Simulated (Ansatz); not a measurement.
Compare A (`CBS`) with its isomer B (`BSC`).

Isolated molecules relaxed with PBE0-D4/def2-TZVP in Ansatz; ΔE leaves out vibrations. CBS: MP2 limit from def2 TZ/QZ plus the TZ coupled-cluster correction, frozen cores. DFT in def2-TZVPP. B3LYP here is the variant with VWN-RPA as its local correlation; programs differ in this. One conformer a species, not always the lowest.

A:

```xyz
8

C     0.251   -0.443    0.977
B    -0.067   -0.059   -0.499
S    -0.495    1.624   -0.902
H     1.257   -0.876    1.035
H    -0.426   -1.241    1.301
H     0.187    0.377    1.694
H    -0.032   -0.864   -1.381
H    -0.675    1.481   -2.225
```

B:

```xyz
8

B    -0.213   -0.964    1.241
S     0.138   -1.004   -0.472
C     0.175    0.724   -1.006
H    -0.372    0.070    1.816
H    -0.278   -2.024    1.783
H    -0.583    0.875   -1.775
H     1.155    0.945   -1.427
H    -0.021    1.379   -0.160
```

Q: Which is lower in electronic energy at CCSD(T)/CBS, and by how much? (Best estimate.)

A: Computed: A, by 52.5 kJ/mol.

Q: Give E(B) − E(A) in kJ/mol with PBE-D4, B3LYP-D4, CCSD(T)/def2-TZVPP, LDA (SPW92), PBE0-D4, HF/def2-TZVPP, r2SCAN-D4. (An estimate is asked.)

A: Computed: PBE-D4 51.1, B3LYP-D4 51.9, CCSD(T)/def2-TZVPP 53.6, LDA (SPW92) 55.7, PBE0-D4 53.8, HF/def2-TZVPP 55.2, r2SCAN-D4 54.8. None reverses the order clearly.

Q: Does the order hold for the free energy at 298.15 K (harmonic terms from PBE0-D4)? (An estimate is asked.)

A: Ansatz gave: Yes: G(B) − G(A) = +54.0 kJ/mol, for one conformer each.

Largest T1 diagnostic: 0.014.

At CCSD(T), def2-SVP lies +8.8 kJ/mol from the extrapolated value and def2-TZVPP +1.2 kJ/mol. Leaving LDA and LC-ωPBE aside and taking each functional with its dispersion term where it has one, the values, not all of them listed here, spread over 9.5 kJ/mol, from revPBE-D4 to B97M-V. LDA lies +4.3 kJ/mol from PBE without D4.
